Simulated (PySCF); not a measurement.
Isomers of [C4H7S]- (charge -1), one GFN2-xTB conformer each. Single-point energies are computed at PBE0/pcSseg-1 (PySCF, gas phase, no added dispersion term), electronic only.

```tsv
SMILES	GFN2-xTB relative energy (kcal/mol)
C/C=C(/C)[S-]	0.0
C=C[C@H](C)[S-]	11.4
C/C=C/C[S-]	10.4
```

Conformers: `[CH2:1]=[CH:2][C@H:3]([CH3:4])[S-:5]` (charge -1) with C1–C2–C3–C4 -133°; `[CH3:1]/[CH:2]=[CH:3]/[CH2:4][S-:5]` (charge -1) with C2–C3–C4–S5 -106°.

Question: What does PBE0/pcSseg-1 give for the same structures?

Answer: 
| SMILES | PBE0/pcSseg-1 E (Eh) | PBE0/pcSseg-1 (kcal/mol) | GFN2-xTB (kcal/mol) | point group |
| --- | --- | --- | --- | --- |
| C/C=C(/C)[S-] | -554.48069 | 0.0 | 0.0 | Cs |
| C=C[C@H](C)[S-] | -554.45928 | 13.4 | 11.4 | C1 |
| C/C=C/C[S-] | -554.45674 | 15.0 | 10.4 | C1 |

Both levels put the same isomer lowest; measured from each level's own lowest isomer, the values differ by up to 4.6 kcal/mol (C/C=C/C[S-]: 10.4 against 15.0). Neighbours under 5.0 kcal/mol apart (C=C[C@H](C)[S-] and C/C=C/C[S-]) can change places with a better method, another conformer or zero-point energy.
